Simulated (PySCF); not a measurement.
B3LYP has the VWN-RPA correlation part, as in Gaussian. 

Cartesian coordinates (Å):
```xyz
4

C      0.0000     0.0000     0.0000
H      1.0408    -0.2840    -0.0003
H     -0.7663    -0.7594    -0.0004
H     -0.2745     1.0434     0.0007
```
Charge 0, spin multiplicity 2.

**Question.** Give the dipole moment, highest occupied spin orbital and total energy at the level B3LYP-D3(BJ)/def2-TZVP in PySCF.

**Answer.** 
```json
{
 "dipole_moment": "0.00 D",
 "highest_occupied_spin_orbital": "-6.45 eV",
 "total_energy": "-39.8602 Ha"
}
```
